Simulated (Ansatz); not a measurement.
# AlPN (quartet): wave-function methods side by side, def2-QZVPP

An exercise on one series of results from a longer session: the logs are not shown, and one member is left open.

Method: def2-QZVPP, core rule «outside noble gas», up to 11 orbitals frozen; program: Ansatz 0.2.0, Gaussian basis.

The runs, in order: UHF; ROHF; CCSD(T) on UHF.

5 further runs of the same task are left out: 1 that didn't finish, 4 set aside as unsound or not needed. Runs told in other sessions of the task aren't counted.

**The geometry**

The geometry is a PBE0/def2-TZVP stationary point (not a proven minimum).

3 atoms, charge 0, spin multiplicity 4.

Atoms are counted from 1 here; the program's logs count them from 0.

Bond lengths: N1–Al2 1.817 Å, Al2–P3 2.195 Å. Angles: N1–Al2–P3 180.0°.

Set-up of the first run:

Contents of in.yaml:

```yaml
crystal:
  periodic: [false, false, false]
  atoms:
    - {symbol: N, position_ang: [0.000000, 0.000000, -1.943000]}
    - {symbol: Al, position_ang: [0.000000, 0.000000, -0.126200]}
    - {symbol: P, position_ang: [0.000000, 0.000000, 2.069200]}
basis:
  gaussian: {orbitals: "def2-QZVPP.json"}
magnetization: {spin_polarized: true, initial_magnetization: 3}
hamiltonian: {xc: hf}
output: {orbitals: {seedname: orbitals}}
```

The run is started by

```bash
> ansatz run in.yaml --threads 1 --pin off --events-out ev --progress --plain --max-ram 2393MiB
```

Among the steps run: UHF; ROHF; CCSD(T) on UHF.

One table of the session follows, with a row left open; its other results are not shown here.

It belongs to the step «Misses and costs». 

| method | from UCCSD(T) (meV) |
| --- | --- |
| ROHF | ? |
| UHF | +10459.6 |
| UMP2 | +1666.0 |
| UCCSD | +582.6 |
| UCCSD(T) | 0 |

**Question.** Estimate the row for ROHF.

As computed: from UCCSD(T) (meV): +10793.1. In the column «from UCCSD(T) (meV)» it is the highest.
